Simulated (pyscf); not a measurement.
PySCF, gas phase, ωB97X-D3(BJ)/def2-SVP geometries. Correlated levels are frozen-core, on RHF or UHF. ΔMP2 is the change of the MP2 total energy from the triple- to the quadruple-zeta basis.

**Question.** How much does it cost (ΔH, 298 K, CCSD(T)/def2-TZVPP + ΔMP2(QZVPP)) to split HO–GaH–PH₂ at its Ga–P bond into [HO–GaH]• + PH₂•?

**Answer.** Ga–P to [HO–GaH]• + PH₂•: 67.3 kcal/mol. The radicals are drawn with the spin at the cut bond; how far it spreads was not checked. Other isomers of [HO–GaH]• were not searched in full and may lie lower. The CCSD(T) − MP2 part came from Ansatz, without density fitting, on the same reference. The frozen core leaves the outer d or s,p core shells of the metals and heavy elements correlated in the MP2 and CC values, and def2-TZVPP describes them poorly, which can shift differences by a few kcal/mol. Elements up to Kr have no core potential and no relativistic terms here.
